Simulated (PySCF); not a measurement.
Oxygen: a sound run and one with changed settings

Sound run: O [He] 2s2 2p4, O+ [He] 2s2 2p3. Computed with PySCF 2.14 in aug-cc-pVDZ (4s3p2d, 23 functions), with no relativity, point nucleus. In the sound run the correlated levels freeze 1s2. The sound run starts from symmetry-adapted Hartree-Fock orbitals and uses a fine grid where one is needed.

A second run was set up differently.

```json
{"species": "O", "method": "MP2", "sound run (hartree)": "-74.90697", "changed run (hartree)": "-74.85056", "converged": "yes"}
{"species": "O", "method": "CCSD(T)", "sound run (hartree)": "-74.92565", "changed run (hartree)": "-74.85909", "converged": "yes"}
{"species": "O+", "method": "MP2", "sound run (hartree)": "-74.42573", "changed run (hartree)": "-74.37051", "converged": "yes"}
{"species": "O+", "method": "CCSD(T)", "sound run (hartree)": "-74.44248", "changed run (hartree)": "-74.37406", "converged": "yes"}
```

Ionisation energy of O:

```
 method  sound run (eV)  changed run (eV)
    UHF          12.057            12.057
    MP2          13.095            13.063
SCS-MP2          13.115            13.190
   CCSD          13.120            13.184
CCSD(T)          13.148            13.198
```

Problem. What was changed?
A. a valence shell is frozen
B. basis contracted for another Hamiltonian
C. all electrons correlated in a valence basis
D. too few SCF iterations

Solution. A. Freezing a valence shell removes pair correlation that changes on ionisation.
